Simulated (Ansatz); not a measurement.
A displaced shape of singlet F2:

```yaml
atoms:
  - { symbol: F, position_ang: [-0.0298, -0.0039, -0.6483] }
  - { symbol: F, position_ang: [0.0402, 0.0001, 0.7179] }
```

It was optimised with HF/def2-SVP in Ansatz (development build ahead of 0.2.0) to forces under 0.001 eV/Å, with restricted orbitals. Each step stands on the lowest determinant of that kind that the program's search found.

(1) What shape does it relax to, and how does the optimisation go?

Answers

(1)

| atom | x (Å) | y (Å) | z (Å) |
| --- | --- | --- | --- |
| F | -0.0290 | -0.0039 | -0.6313 |
| F | 0.0394 | 0.0001 | 0.7010 |

Bond lengths: F1–F2 1.334 Å.

```csv
step,E − E(start) (eV),largest force (eV/Å)
1,0.0000,1.5987
2,-0.0254,0.5189
3,-0.0281,0.0391
4,-0.0281,0.0006
```

The optimisation ended after 4 steps with its threshold met.
